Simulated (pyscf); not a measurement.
`[BH2][PH][SiH3]` → `[BH2][P]=[SiH2]` + `[H][H]` (elimination; singlet surface; H–P, H–Si broken, H–H formed). Optimised with ωB97X-D3(BJ)/def2-SVP in PySCF. Energies in kcal/mol from the reactant's lowest minimum found.

```
level                   barrier  reaction energy
----------------------  -------  ---------------
ωB97X-D3(BJ)/def2-TZVP     62.6            +41.3
r²SCAN/def2-TZVP           55.6            +38.8
B3LYP-D3(BJ)/def2-TZVP      ___              ___
PBE0-D3(BJ)/def2-TZVP       ___            +40.1
ωB97M-D3(BJ)/def2-TZVP     59.7            +39.0
HF/def2-TZVP               78.0            +44.5
```

### Question
Some entries are withheld; supply them.

### Answer

- B3LYP-D3(BJ)/def2-TZVP, barrier: 59.5
- B3LYP-D3(BJ)/def2-TZVP, reaction energy: +37.7
- PBE0-D3(BJ)/def2-TZVP, barrier: 56.4

The functionals in the table span 6.9 kcal/mol in this barrier, from r²SCAN to ωB97X-D3(BJ)/def2-TZVP. At the saddle there is also a short H–Si contact that neither side keeps. One saddle was located; it need not be the lowest between these sides.
